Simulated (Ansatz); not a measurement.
**Ge2C, singlet: reading a ladder of total energies**

Geometry: a PBE0/def2-TZVP stationary point for this spin, not checked as a minimum.

| atom | x (Å) | y (Å) | z (Å) |
| --- | --- | --- | --- |
| Ge | 0.0000 | 0.0000 | 1.7675 |
| C | 0.0000 | 0.0000 | 0.0000 |
| Ge | 0.0000 | 0.0000 | -1.7675 |

Basis cc-pVDZ; Ansatz 0.2.0. Correlated methods freeze the noble-gas cores and the filled d shells of p-block atoms, which leaves 12 electrons in 39 orbitals. Prefix R: restricted or restricted open-shell reference. No spin–orbit coupling is included, and no scalar relativity.

Full CI isn't at hand for all of this; RCCSDTQ serves as the reference, and is uncertain by about the last step of the cluster series.

Runs differ by some tens of microhartree through their thresholds, so steps under 0.03 kcal/mol mean nothing.

```json
{"level": "RHF", "total energy (hartree)": "-4188.455139"}
{"level": "RMP2", "total energy (hartree)": "-4188.732127"}
{"level": "RCCSD", "total energy (hartree)": "-4188.746867"}
{"level": "RCCSD(T)", "total energy (hartree)": "-4188.767419"}
{"level": "RCCSDT", "total energy (hartree)": "-4188.768041"}
{"level": "RCCSDT(Q)", "total energy (hartree)": "-4188.770473"}
{"level": "RCCSDTQ", "total energy (hartree)": "-4188.770330"}
```

Problem. What is the correlation energy at RCCSDTQ, and what share of it do RMP2 and RCCSD(T) recover?

Solution. E(corr) = -4188.770330 − (-4188.455139) = -0.315191 hartree = -8.577 eV. RMP2: -0.276988 / -0.315191 = 87.88 %. RCCSD(T): -0.312280 / -0.315191 = 99.08 %.

Problem. By how many kcal/mol does RCCSD(T) miss RCCSDTQ (1 hartree = 627.509 kcal/mol), and which steps make up the rest?

Solution. -4188.767419 − (-4188.770330) = 0.002911 hartree = 1.83 kcal/mol. Steps: RCCSDT − RCCSD(T) = -0.39, RCCSDT(Q) − RCCSDT = -1.53, RCCSDTQ − RCCSDT(Q) = 0.09 kcal/mol. Differences between like states or geometries often cancel part of this.
